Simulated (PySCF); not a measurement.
# What the low excited states add to the polarisability

Compound: cyanoformaldehyde, C₂HNO.
Numbering: `[N:1]#[C:2][CH:3]=[O:4]` (hydrogens: H5 on C3)

Geometry (PBE0-D3(BJ)/def2-TZVP, Å), atoms numbered from 1 in this order:
```
atom  x, y, z in Å
N1     1.923   -0.106    0.618
C2     0.830   -0.027    0.267
C3    -0.561    0.021   -0.193
O4    -1.218    1.018   -0.148
H5    -0.940   -0.940   -0.581
```

Computed with PySCF, TDDFT CAM-B3LYP/aug-cc-pVTZ, vertical, gas phase, core orbitals frozen in the response. Geometry: PBE0-D3(BJ)/def2-TZVP; no solvent, vibrations or thermal averaging.

Computed singlets:

```tsv
state	E (eV)	f
S1	3.87	0.0006
S2	5.89	0.0000
S3	6.71	0.103
S4	7.44	0.011
S5	7.63	0.0017
S6	8.00	0.0000
S7	8.39	0.032
S8	9.09	0.0015
S9	9.10	0.060
S10	9.20	0.149
```

Task: How much of the mean static polarisability do these states give, one by one?

Result: Each state adds f / ΔE² (ΔE in hartree, 27.2114 eV).

```tsv
state	f/ΔE² (au)	running sum (au)	running share of α (%)
S1	0.03	0.03	0.1
S2	0.00	0.03	0.1
S3	1.70	1.73	5.5
S4	0.14	1.87	5.9
S5	0.02	1.89	6.0
S6	0.00	1.89	6.0
S7	0.33	2.23	7.1
S8	0.01	2.24	7.1
S9	0.53	2.77	8.8
S10	1.30	4.08	13.0
```

The full response gives 31.45 au (4.66 Å³), so 27.4 au comes from the higher roots of the same equations.

Task: By how much does the contribution of these states grow at 589.3 nm?

Result: With ω = 0.0773 hartree each state's term in the mean polarisability goes from f / ΔE² to f / (ΔE² − ω²); the sum over all 10 states goes from 4.08 to 4.41 au, a rise of 0.34 au.

The largest single term belongs to S3, although S10 has the larger f: the term falls with the square of the energy.
